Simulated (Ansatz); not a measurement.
A made-up structure of SiH₃SO (charge +1), singlet:

Si1  (-0.325, 0.357, -0.611)
O2  (-0.159, -1.245, -0.160)
S3  (-0.023, -0.536, 1.357)
H4  (-1.694, 0.836, -0.829)
H5  (0.210, -1.377, 2.400)
H6  (1.329, -0.403, 1.422)
(Å)

It is relaxed with PBE-D4/def2-SVP and then PBE0-D4/def2-TZVP (Ansatz 0.2.0). Atoms count as bonded within 1.22 times the sum of their covalent radii (H–H: 0.88 Å). The end point is not checked to be a true minimum.

(1) Does its bonding change? (A judgement: the text doesn't fix the answer.)

Answers

(1) Computed: Yes. Formed: none; broken: Si1–S3.

Where it ends: The first stage lowers the energy by 2.57 eV in 13 steps. It ends as SiH₃SO ([SiH][O][SH2]), total charge +1:
```
6
angstrom
Si -1.0258 0.9888 -0.4229
O -0.2696 -0.4706 0.2932
S 0.5112 -0.4176 1.6532
H -1.4958 0.1267 -1.5714
H -0.0213 -1.4904 2.2980
H 1.6400 -1.1041 1.3293
```

Labels in which every atom is bracketed show which atoms are joined, not bond orders.

For scale, one of the runs: PBE0-D4/def2-TZVP relaxation, 123 basis functions, launched by `ansatz run in.yaml --threads 2 --pin off --events-out ev --progress --plain --max-ram 4352MiB`. The run took about 13 s on 2 CPU threads of an Arm Neoverse V2 (shared host).
